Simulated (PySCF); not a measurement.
# BHO2 (oxoborinic acid): r2SCAN/STO-3G

What is the vertical ionisation energy of BHO2 (oxoborinic acid) at r2SCAN/STO-3G? 

The results are computed with PySCF 2.14.0.

### 1 The structure to begin with

The species is BHO2 (4 atoms), meant as a singlet with charge 0. SMILES: `O=BO`. The shape is that of a PBE0-D4/def2-TZVP optimisation.

Bond lengths: O1–B2 1.210 Å, B2–O3 1.322 Å, O3–H4 0.960 Å. Angles: O1–B2–O3 177.5°, B2–O3–H4 117.0°.

### 2 The energy at r2SCAN/STO-3G

input.py reads:

```python
# O=BO
from pyscf import gto, dft

mol = gto.Mole()
mol.atom = '''
O     -2.938713     0.989272     0.809748
B     -0.801055     0.249444     0.469786
O      1.543339    -0.570697     0.205224
H      2.196429    -0.668018    -1.484758
'''
mol.verbose = 3
mol.unit = 'bohr'
mol.basis = 'sto-3g'
mol.max_memory = 1860
mol.build()

myscf = dft.RKS(mol)
myscf.xc = 'r2scan'
myscf.grids.level = 4
myscf.conv_tol = 1e-10
myscf.kernel()
if not myscf.converged:
    myscf = myscf.newton().run(myscf.mo_coeff, myscf.mo_occ)

e_tot = myscf.e_tot
print('E(%s) = %.9f' % ('R2SCAN', e_tot))
```

Run with:

```
OMP_NUM_THREADS=1 python input.py
```

Output:

```text
converged SCF energy = -173.496186234999
E(R2SCAN) = -173.496186235
```

Run time: 2.4 s. Hardware: 1 thread of Arm Neoverse V1, shared host; peak memory 0.17 GiB.

### 3 The doublet cation

calc.py reads:

```python
from pyscf import gto, dft

system = gto.M(
    atom='''
O   -1.555100   0.523500   0.428500
B   -0.423900   0.132000   0.248600
O    0.816700  -0.302000   0.108600
H    1.162300  -0.353500  -0.785700
''',
    basis='sto-3g',
    charge=1,
    spin=1,
    max_memory=1860,
    verbose=3,
)

mf = dft.UKS(system, xc='r2scan')
mf.conv_tol = 1e-10
mf.grids.level = 4
mf.kernel()
if not mf.converged:
    mf = mf.newton().run(mf.mo_coeff, mf.mo_occ)

etot = mf.e_tot
print(f'total energy: {etot:.8f} hartree')
```

Run with:

```
OMP_NUM_THREADS=1 python calc.py
```

Output:

```text
converged SCF energy = -173.154886071432  <S^2> = 0.77142746  2S+1 = 2.0213139
total energy: -173.15488607 hartree
```

Wall time 4.2 s (1 thread of Arm Neoverse V1, shared host); peak memory 0.19 GiB.

### 4 Outcome

At r2SCAN/STO-3G:

```
                                          quantity          value
                        singlet BHO2: total energy  -173.49619 Eh
                       singlet BHO2: dipole moment         2.73 D
                         singlet BHO2: HOMO energy       -4.21 eV
                         singlet BHO2: LUMO energy        4.58 eV
                       singlet BHO2: HOMO–LUMO gap        8.79 eV
                      doublet cation: total energy  -173.15489 Eh
doublet cation: HOMO energy (highest over α and β)      -15.86 eV
 doublet cation: LUMO energy (lowest over α and β)      -14.16 eV
                              doublet cation: ⟨S²⟩          0.771
vertical ionisation energy (to the doublet cation)       9.287 eV
```

Removing an electron at fixed nuclei costs 9.29 eV (214 kcal/mol). The negative HOMO energy of the first species, 4.21 eV, lies 5.08 eV below that difference. In a minimal basis such a difference can be off by several eV, whatever the method. Mulliken charges (singlet BHO2) run from -0.32 on O3 to +0.32 on B2. Mulliken charges (doublet cation) run from -0.11 on O3 to +0.67 on B2.
